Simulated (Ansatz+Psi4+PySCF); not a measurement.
```
atom   x (Å)    y (Å)    z (Å)
   O  0.0000   0.0000   0.6835
   C  0.0000   0.0000  -0.5366
   H  0.0000   0.9344  -1.1242
   H  0.0000  -0.9344  -1.1242
```

Basis set: cc-pVTZ (spherical functions). Frozen core: 2 orbitals. Charge 0, multiplicity 1.

Computed with Ansatz (development build ahead of 0.2.0) and Psi4 1.11; each method stands on the lowest determinant of its kind that the runs found. Restricted open shells among the atoms or ions are ROHF, correlated in semicanonical orbitals with singles.

The vertical ionization energy (product with multiplicity 2 at the same shape, open shells in the same class of orbitals) of singlet CH2O:

| method | ionization energy |
| --- | --- |
| RHF-CCSD(T) | 10.82 eV |
| RHF-CCSD | 10.76 eV |
| RHF-MP2 | 11.26 eV |

Q: What does RHF give?

A: 9.60 eV. Caution for RHF-CCSD(T), RHF-CCSD, RHF-MP2: large amplitudes, a single reference is doubtful.
